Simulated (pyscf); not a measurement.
This saddle point was located with ωB97X-D3(BJ)/def2-SVP in PySCF.

```xyz
12

N     -0.1770    -0.0108     0.1114
Si    -1.2498    -1.0331    -0.8065
Cl    -0.2790    -1.7903    -2.4263
Cl    -2.7890     0.1420    -1.4123
Cl    -1.9270    -2.5732     0.3322
H      0.2220     1.0365    -0.3061
H      0.5709    -0.5126     0.5995
Si    -0.8830     1.4325     1.2610
H      0.1694     2.1654    -0.0222
H     -1.7278     0.4383     2.0383
H     -1.9187     2.4056     0.8173
H      0.1201     1.8693     2.2705
```

Surface: singlet, charge 0. Lowest wavenumbers (cm⁻¹): 1447i, 49, 91, 118, 157.

Question: Name the species on either side of this saddle.

Answer: H₂N–Si(Cl)(Cl)–Cl + silane (SiH₄) ⇌ H₃Si–NH–Si(Cl)(Cl)–Cl + hydrogen (H₂), a four-centre exchange read from left to right: H–N, H–Si broken and N–Si, H–H formed. At ωB97M-D3(BJ)/def2-TZVP it lies +200.5 kJ/mol from the left side and +230.9 kJ/mol from the right (each side as separated species at their lowest minima found). One saddle was located; it need not be the lowest between these sides.
